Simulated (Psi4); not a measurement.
**MP2/def2-TZVPPD run of HNO (nitroxyl)**

Aim: the energy of HNO (nitroxyl). 

The results are computed with Psi4 1.11.

1 further run of the same task is left out (set aside as unsound or not needed).

### Step 1. The system as given

HNO has 3 atoms, charge 0, and is taken as a singlet. As SMILES, `N=O`. The N1–H3 distance was set to 1.382 Å, away from the relaxed value.

Bond lengths: N1–O2 1.190 Å. A long bond or contact: N1–H3 1.382 Å.

### Step 2. The energy at MP2/def2-TZVPPD

Contents of calc.dat:

```
memory 2200 mb

molecule system {
  0 1
  N
  O 1 1.189845
  H 1 1.3824 2 108.86128
  symmetry c1
}

set basis def2-TZVPPD
set puream true
set e_convergence 1e-09
set d_convergence 1e-08
set scf_type pk
set num_frozen_docc 2
set mp2_type conv

e_tot = energy('mp2')
print_variables()
```

Command:

```console
psi4 calc.dat calc.out -n 1
```

calc.out:

```text
[...]
  Running in c1 symmetry.
[...]
  Nuclear repulsion =   29.605717169263173
[...]
  Multiplicity = 1
[...]
  Nalpha       = 8
  Nbeta        = 8
[...]
    Number of basis functions: 94
[...]
   @RHF iter   1:  -129.76198898579332   -7.53325e-01   3.13768e-03 DIIS/ADIIS
[...]
   @RHF iter  12:  -129.80139625623372   -1.08571e-11   6.52927e-09 DIIS
[...]
    Orbital Energies [Eh]
    ---------------------
    Doubly Occupied:
       1A    -20.671391     2A    -15.755110     3A     -1.554987
       4A     -0.948420     5A     -0.720963     6A     -0.679535
       7A     -0.618915     8A     -0.401775
[...]
  @RHF Final Energy:  -129.80139625623372
   => Energetics <=
    Nuclear Repulsion Energy =             29.6057171692631727
    One-Electron Energy =                -236.1120347380515625
    Two-Electron Energy =                  76.7049213125547027
    Total Energy =                       -129.8013962562337156
[...]
 Multipole Moments:
 ------------------------------------------------------------------------------------
     Multipole            Electronic (a.u.)      Nuclear  (a.u.)        Total (a.u.)
 ------------------------------------------------------------------------------------
 L = 1.  Multiply by 2.5417464519 to convert [e a0] to [Debye]
 Dipole X            :          0.7875344           -1.1864269           -0.3988925
 Dipole Y            :         -0.6667815            0.9761803            0.3093988
 Dipole Z            :          0.0000000            0.0000000            0.0000000
 Magnitude           :                                                    0.5048197
[...]
	SCS-MP2 Total Energy (a.u.)        :  -130.24430728531019
	SOS-MP2 Total Energy (a.u.)        :  -130.20714531523259
	SCSN-MP2 Total Energy (a.u.)       :  -129.99761145824345
[...]
	SOS-PI-MP2 Total Energy (a.u.)     :  -130.27477015839909
[...]
	MP2 Total Energy (a.u.)            :  -130.25100638229895
[...]
```

Run time: 8.7 s. Hardware: 1 thread of Intel Xeon at 2.50GHz (Skylake/Cascade Lake), shared host; peak memory 0.51 GiB.

### Step 3. What came out

Level: MP2/def2-TZVPPD, 2 core orbitals frozen.

```
                                   quantity          value
                               total energy  -130.25101 Eh
        HOMO energy (Hartree–Fock orbitals)      -10.93 eV
        LUMO energy (Hartree–Fock orbitals)        2.01 eV
      HOMO–LUMO gap (Hartree–Fock orbitals)       12.95 eV
correlation energy (2 core orbitals frozen)     -449.6 mEh
```
